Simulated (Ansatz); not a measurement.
This script drives Ansatz's Python interface.

`bend_c2h6n.py`:
```python
"""Bending curve of C2H6N."""

import ansatz
from ase import Atoms

atoms = Atoms(["C", "N", "C", "H", "H", "H", "H", "H", "H"], positions=[
    (-0.24136, 0.86706, -0.78056),
    (0.39472, -0.37445, -0.59924),
    (0.30392, -0.91875, 0.69466),
    (-1.32548, 0.80025, -0.59477),
    (-0.07717, 1.20154, -1.80414),
    (0.13225, 1.63276, -0.08177),
    (-0.74075, -1.13777, 0.96845),
    (0.87858, -1.84377, 0.72964),
    (0.67528, -0.22688, 1.46772),
])

# relax first, so that the scan starts from a minimum
first = (
    ansatz.Crystal.molecule_from_ase(atoms).calculation()
    .basis(gaussian="def2-SVP")
    .functional("hf")
    .spin("collinear", total=1)
    .relax(force_tolerance=0.02, max_steps=80)
)
atoms.positions = first.run().report["positions_ang"]

rows = []
for angle in [90, 100, 110, 120, 135, 150, 165, 179]:
    bent = atoms.copy()
    bent.set_angle(0, 1, 2, angle, indices=[2, 6, 7, 8])
    calc = ansatz.Crystal.molecule_from_ase(bent).calculation()
    calc = calc.basis(gaussian="def2-SVP")
    calc = calc.functional("hf")
    calc = calc.spin("collinear", total=1)
    rows.append((angle, calc.run().report["free_energy_ev"]))
floor = min(e for _, e in rows)
for angle, e in rows:
    print(f"angle C0-N1-C2 = {angle:3d} deg   {1000 * (e - floor):9.1f} meV")
```

It is started by `python bend_c2h6n.py`. How long does it take on 1 thread of Arm Neoverse V1 (shared host), and how much memory does it need?

It took about 16 s, with a peak of 0.22 GiB, for 9 runs of the engine.

Running `python bend_c2h6n.py` prints:
```text
angle C0-N1-C2 =  90 deg      1053.3 meV
angle C0-N1-C2 = 100 deg       264.0 meV
angle C0-N1-C2 = 110 deg         0.0 meV
angle C0-N1-C2 = 120 deg        41.2 meV
angle C0-N1-C2 = 135 deg       430.7 meV
angle C0-N1-C2 = 150 deg       986.9 meV
angle C0-N1-C2 = 165 deg      1472.5 meV
angle C0-N1-C2 = 179 deg      1662.9 meV
```

Notes:
- The settings weren't tested for convergence.
- The scan is rigid, and the energies are electronic, in a modest basis. The zero is the lowest point of the grid, which needn't be the minimum.
- The species is open-shell (spin multiplicity 2).
